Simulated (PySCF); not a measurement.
**Computed spin Hamiltonian**

Species: C5H9O (doublet state).
Geometry (GFN2-xTB, Å), atoms numbered from 1 in this order:
```xyz
15
C5H9O angstrom
C      2.4736    0.2952   -0.0649
O      1.1673    0.0895   -0.5299
C      0.2935   -0.3868    0.4699
C     -1.0789   -0.5674   -0.1409
C     -2.2849   -0.5218    0.6820
C     -2.0604    0.5944   -0.2330
H      3.0485    0.6717   -0.9084
H      2.9211   -0.6402    0.2956
H      2.4963    1.0304    0.7502
H      0.6637   -1.3476    0.8667
H      0.2470    0.3298    1.3058
H     -1.0563   -1.2308   -0.9982
H     -2.4036   -0.5387    1.7448
H     -2.6406    0.6646   -1.1427
H     -1.7907    1.5657    0.1688
```

The hyperfine couplings belong to this conformer and change with its torsions.

The species is `COC[C@H]1[CH]C1` [radical].

Computed with UKS B3LYP, pcH-1 on C H O, non-relativistic, mean-field spin-orbit, GIAO (PySCF 2.14.0). Isolated species at its GFN2-xTB geometry (one conformer only). Couplings are sensitive to structure, and on GFN2-xTB geometries they can be far from those on DFT ones. The SCF solution wasn't tested for stability.

- g1, g2, g3: 2.00216, 2.00281, 2.00303
- g_iso: 2.00267
- Form of g: rhombic: the two nearest values differ by 26 % of g3 − g1
- ⟨S²⟩: 0.7530 (exact 0.7500)
- α and β electrons: 24, 23

Hyperfine couplings atom by atom, in mT; T1 to T3 are the principal values of the dipolar part (MHz turned into mT with g_iso):

```tsv
atom	isotope	a_iso	T1	T2	T3	Mulliken spin population
C1	13C	0.06	-0.01	-0.01	0.03	0.00
O2	17O	-0.29	-0.09	0.04	0.05	0.00
C3	13C	1.10	-0.09	-0.08	0.17	0.02
C4	13C	-0.66	-0.17	-0.01	0.18	-0.03
C5	13C	10.45	-2.69	-2.55	5.23	0.97
C6	13C	-0.72	-0.19	-0.02	0.21	-0.03
H7	1H	0.04	-0.02	-0.01	0.03	0.00
H8	1H	0.00	-0.02	-0.02	0.04	0.00
H9	1H	0.01	-0.03	-0.02	0.04	0.00
H10	1H	-0.05	-0.09	-0.07	0.16	0.00
H11	1H	-0.07	-0.13	-0.08	0.21	0.00
H12	1H	2.97	-0.23	-0.14	0.37	0.03
H13	1H	-0.48	-1.20	-0.13	1.33	-0.02
H14	1H	3.04	-0.23	-0.14	0.38	0.03
H15	1H	1.98	-0.20	-0.07	0.27	0.02
```

The largest Mulliken spin population is on C5 (+0.97). The angles at C5 add up to 324.2°, so it is pyramidal.

Axes: g3 points within 12° of the C5–H13 bond.

Under fast tumbling the dipolar parts average out, and these isotropic splittings remain: 1 × 1H (H14, I = 1/2, 2 lines) with 3.04 mT, 1 × 1H (H12, I = 1/2, 2 lines) with 2.97 mT, 1 × 1H (H15, I = 1/2, 2 lines) with 1.98 mT, 1 × 1H (H13, I = 1/2, 2 lines) with 0.48 mT, 1 × 1H (H11, I = 1/2, 2 lines) with 0.07 mT and 1 × 1H (H10, I = 1/2, 2 lines) with 0.05 mT.

The 17O coupling of O2 (-8.2 MHz) shows only in satellite lines or after enrichment, since that isotope makes up about 0.038 % of natural oxygen.

The 13C coupling of C5 (292.9 MHz) shows only in satellite lines or after enrichment, since that isotope makes up about 1.07 % of natural carbon.

Examples of negative spin density at the nucleus (bohr⁻³): C6 (-0.0180), C4 (-0.0165) and H13 (-0.0030).

Time: 86 s (grids of density and orbitals included); peak memory 0.87 GiB. Hardware: an Intel Xeon at 2.50 GHz with one thread, no GPU, on a shared host.
